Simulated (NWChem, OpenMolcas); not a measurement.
## How methods differ on C3HN (cyanoacetylene)

C3HN has 5 atoms, charge 0, and is taken as a singlet. SMILES: `C#CC#N`. The coordinates come from a PBE0-D4/def2-TZVP relaxation.

Quantity: the dipole moment, in D. The values are calculated.

Measured value to compare with: NIST CCCBDB gives the dipole moment of the gas as 3.72 D.

```json
{"level": "HF/def2-SVPD", "kind": "Hartree–Fock", "program": "NWChem", "value (D)": "4.16", "computed − measured": "+0.44", "CPU time": "7 s"}
{"level": "PBE/def2-SVPD", "kind": "GGA", "program": "OpenMolcas", "value (D)": "3.78", "computed − measured": "+0.06", "CPU time": "27 s"}
{"level": "revPBE/def2-SVPD", "kind": "GGA", "program": "OpenMolcas", "value (D)": "3.75", "computed − measured": "+0.03", "CPU time": "27 s"}
{"level": "r2SCAN/def2-SVPD", "kind": "meta-GGA", "program": "OpenMolcas", "value (D)": "3.90", "computed − measured": "+0.18", "CPU time": "37 s"}
{"level": "BHLYP/def2-SVPD", "kind": "global hybrid", "program": "OpenMolcas", "value (D)": "4.00", "computed − measured": "+0.28", "CPU time": "23 s"}
{"level": "PBE0/def2-SVPD", "kind": "global hybrid", "program": "OpenMolcas", "value (D)": "3.88", "computed − measured": "+0.16", "CPU time": "29 s"}
{"level": "CAM-B3LYP/def2-SVPD", "kind": "range-separated hybrid", "program": "NWChem", "value (D)": "3.93", "computed − measured": "+0.21", "CPU time": "38 s"}
{"level": "wB97X/def2-SVPD", "kind": "range-separated hybrid", "program": "NWChem", "value (D)": "3.94", "computed − measured": "+0.22", "CPU time": "40 s"}
```

Nearest: revPBE/def2-SVPD (+0.03 D); farthest: HF/def2-SVPD (+0.44 D). The measured dipole is a vibrational average, so differences of a few hundredths of a debye mean little. Computed less measured by kind, in D (def2-SVPD rows): Hartree–Fock +0.44; GGA +0.03 to +0.06; meta-GGA +0.18; global hybrid +0.16 to +0.28; range-separated hybrid +0.21 to +0.22. CPU times are rough (shared hosts, several kinds of processor): they show what a rung costs within a factor of a few.
